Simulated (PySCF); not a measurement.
An unknown gives this computed stick spectrum. Method used: TDDFT CAM-B3LYP/def2-SVPD, vertical, gas phase, core orbitals frozen in the response (PySCF 2.14.0, density-fitted response routines). Geometries: GFN2-xTB, one conformer each.

| state | E (eV) | f |
| --- | --- | --- |
| S1 | 4.39 | 0.0066 |
| S2 | 5.39 | 0.167 |
| S3 | 6.09 | 0.0054 |
| S4 | 6.83 | 0.015 |
| S5 | 6.92 | 0.0031 |
| S6 | 7.03 | 0.011 |
| S7 | 7.25 | 0.040 |
| S8 | 7.42 | 0.203 |

Triplets computed (Tamm–Dancoff): 2.76, 3.52, 5.64 eV.

Question: Which structure fits? All have the formula C5H9P.
A. `CC1CPCC=1`
B. `C=CPC1CC1`
C. `C=PC1CCC1`
D. `CP1C=C1CC`

Answer: C. Its S1, at 4.39 eV, is the lowest among the candidates; the nearest of the others has S1 at 5.29 eV. S1 is HOMO-1→LUMO (78%), HOMO→LUMO (20%). Löwdin shares by element: HOMO carbon 50% or more, phosphorus 36%; LUMO phosphorus 44%, carbon 40% or more (atoms not listed hold the other 16%). At the same level the other candidates give, for their lowest levels:
- `CCC1=CP1C`: 5.29 eV (f 0.004); 5.75 eV (f 0.022); 5.82 eV (f 0.012); 6.44 eV (f 0.009); 6.55 eV (f 0.065); T1 4.13 eV; HOMO -7.64, LUMO 1.18 eV
- `C=CPC1CC1`: 5.88 eV (f 0.216); 6.49 eV (f 0.036); 6.65 eV (f 0.034); 7.17 eV (f 0.157); 7.20 eV (f 0.021); T1 4.11 eV; HOMO -7.97, LUMO 0.94 eV
- `CC1=CCPC1`: 6.14 eV (f 0.003); 6.29 eV (f 0.015); 6.60 eV (f 0.022); 6.85 eV (f 0.084); 6.97 eV (f 0.106); T1 4.33 eV; HOMO -8.02, LUMO 1.19 eV

Conformer computed: `[CH2:1]=[P:2][CH:3]1[CH2:4][CH2:5][CH2:6]1`: C1–P2–C3–C4 -169°.
